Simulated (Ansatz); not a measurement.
# C2H2ClF: one species, many methods

The task here is to estimate one member of a computed series from the others.

Program: Ansatz 0.2.0, Gaussian basis. Level of theory: functionals in def2-TZVPP, the program's frozen cores in correlated methods. These are calculated values, not measurements.

Levels to be run: LDA (SPW92), PBE-D4, revPBE-D4, BLYP-D4, r2SCAN-D4, B97M-V, PBE0-D4, B3LYP-D4, r2SCANh-D4, r2SCAN0-D4, HSE06-D4, BHLYP-D4, CAM-B3LYP-D4, LC-ωPBE, ωB97X-V, ωB97M-V, B2PLYP, PBE-QIDH; CCSD(T)/def2-SVP; CCSD(T)/def2-TZVPP; MP2/def2-QZVPP; extrapolation to the limit; RPA on PBE.

## Structure used throughout

An earlier PBE0-D4 in a triple-zeta def2 set relaxation fixed the geometry.

6 atoms, charge 0, spin multiplicity 1.

Atoms are counted from 1 here; the program's logs count them from 0.

Bond lengths: F1–C2 1.333 Å, C2–C3 1.320 Å, C2–H5 1.083 Å, C3–Cl4 1.713 Å, C3–H6 1.082 Å. Angles: F1–C2–C3 120.7°, F1–C2–H5 113.8°, C3–C2–H5 125.5°, C2–C3–Cl4 121.4°, C2–C3–H6 122.6°, Cl4–C3–H6 116.0°.

The first run:

Input file in.yaml:

```yaml
crystal:
  periodic: [false, false, false]
  atoms:
    - {symbol: F, position_ang: [-0.308326, 1.774920, 0.089717]}
    - {symbol: C, position_ang: [-0.014994, 0.565078, -0.386457]}
    - {symbol: C, position_ang: [0.005115, -0.486469, 0.411667]}
    - {symbol: Cl, position_ang: [0.378696, -2.049174, -0.181103]}
    - {symbol: H, position_ang: [0.191850, 0.551864, -1.449456]}
    - {symbol: H, position_ang: [-0.210341, -0.420217, 1.469431]}
basis:
  gaussian: {orbitals: def2-TZVPP}
hamiltonian: {xc: lda}
output: {orbitals: {seedname: orbitals}}
```

Among the steps run: LDA; PBE-D4 (GGA); revPBE-D4 (GGA); BLYP-D4 (GGA); r2SCAN-D4 (meta-GGA); B97M-V (meta-GGA); PBE0-D4 (hybrid); B3LYP-D4 (hybrid); r2SCANh-D4 (hybrid); r2SCAN0-D4 (hybrid); HSE06-D4 (hybrid); BHLYP-D4 (hybrid); CAM-B3LYP-D4 (range-separated); LC-ωPBE-D4 (range-separated; the results give it without D4); ωB97X-V (range-separated); ωB97M-V (range-separated); B2PLYP (double hybrid); PBE-QIDH (double hybrid).

One table of the session follows, with a row left open; its other results are not shown here.

It belongs to the step «Orbital energies across the functionals». 

| functional | HOMO (eV) | gap (eV) |
| --- | --- | --- |
| LDA (SPW92) | -6.35 | 4.92 |
| PBE-D4 | -6.17 | 4.99 |
| revPBE-D4 | -6.10 | 5.02 |
| BLYP-D4 | -6.03 | 4.96 |
| r2SCAN-D4 | -6.41 | 5.43 |
| B97M-V | -6.47 | 5.56 |
| PBE0-D4 | -7.42 | 7.24 |
| B3LYP-D4 | -7.20 | 6.75 |
| r2SCANh-D4 | -6.88 | 6.27 |
| r2SCAN0-D4 | -7.58 | 7.52 |
| HSE06-D4 | ? | ? |
| BHLYP-D4 | -8.54 | 9.44 |
| CAM-B3LYP-D4 | -8.77 | 9.72 |
| LC-ωPBE | -10.13 | 12.29 |
| ωB97X-V | -9.74 | 11.84 |
| ωB97M-V | -9.62 | 11.62 |

Estimate the missing values for HSE06-D4.

The run gave: HOMO (eV): -7.02; gap (eV): 6.45. In the column «HOMO (eV)» it lies between B3LYP-D4 (-7.20) and r2SCANh-D4 (-6.88).
